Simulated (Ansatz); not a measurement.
Cost and result for the atomization energy of C₂H₃ClO (`C=C(O)Cl`) (7 atoms, 6 bonds).

The species carries charge 0 and has multiplicity 1. Geometry: relaxed with PBE0-D4/def2-TZVP. It is one conformer, not always the lowest. Program: Ansatz. All runs use 2 threads of an Intel Xeon Platinum 8559C on a shared host. Times are those of one run each, without the atoms' runs, and a repeat can differ threefold. Electronic energies, without spin–orbit coupling; frozen cores. CCSD(T)/CBS adds CCSD(T) − MP2 in def2-TZVPP to the MP2 limit, and its time is that of the two runs behind it. T1 = 0.011. B3LYP takes the VWN-RPA correlation (the form of Gaussian; ORCA's B3LYP/G). HSE06 is the plane-wave form, built on full-range PBE exchange.

CCSD(T)/CBS is a level of theory with its own doubt, some kJ/mol a heavy atom from the limit and from the frozen cores, so smaller differences don't rank the functionals.

```csv
level,functions,wall time,atomization (kJ/mol),difference from CCSD(T)/CBS,per bond
revPBE-D4/def2-TZVPP,177,1 s,2726.9,24.9,4.2
CCSD(T)/def2-SVP,75,1.1 s,2551.0,-151.0,-25.2
PBE-D4/def2-TZVPP (with forces),177,1.2 s,2812.2,110.2,18.4
BHLYP-D4/def2-TZVPP,177,1.4 s,2578.8,-123.2,-20.5
HSE06-D4/def2-TZVPP,177,1.5 s,2733.1,31.1,5.2
B3LYP-D4/def2-TZVPP (with forces),177,1.8 s,2696.9,-5.1,-0.8
r2SCANh-D4/def2-TZVPP,177,2.1 s,2697.3,-4.7,-0.8
PBE-QIDH/def2-TZVPP,177,2.4 s,2693.3,-8.7,-1.5
B2PLYP/def2-TZVPP,177,2.5 s,2673.5,-28.5,-4.7
ωB97X-V/def2-TZVPP,177,3.3 s,2703.5,1.5,0.2
MP2/def2-QZVPP,331,8.5 s,2751.0,49.0,8.2
CCSD(T)/def2-TZVPP,177,20 s,2623.7,-78.3,-13.0
CCSD(T)/CBS(def2),–,28 s,2702.0,0.0,0.0
```

From BLYP to BHLYP (50 % exact exchange), in def2-TZVPP and without D4, the atomization energy moves by −122.1 kJ/mol: exact exchange takes away binding that semilocal exchange gives to molecules. The D4 term adds +19.6 kJ/mol with B3LYP and +10.0 kJ/mol with PBE0; it sums over pairs of atoms, weighted by their polarisabilities, and B3LYP, whose exchange is more repulsive, gets the larger term. At CCSD(T), def2-SVP lies −151.0 kJ/mol from the extrapolated value and def2-TZVPP −78.3 kJ/mol: correlation converges slowly with the basis, and small sets miss more of it in the bonded molecule than in its fragments.
